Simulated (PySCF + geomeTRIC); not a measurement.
Species: CH3O, SMILES `C[O]` (charge 0, multiplicity 2).

Task: Give a relaxed geometry from PBE0-D4/def2-TZVP run with PySCF + geomeTRIC.

Result: the end point of this relaxation (outside a Z-matrix the atoms follow the SMILES, hydrogens last).
Bond lengths (Å): C1–O2 1.355, C1–H3 1.100, C1–H4 1.100, C1–H5 1.108. Angles (°): O2–C1–H3 113.4, O2–C1–H4 113.5, O2–C1–H5 105.3, H3–C1–H4 111.5, H3–C1–H5 106.1, H4–C1–H5 106.3.
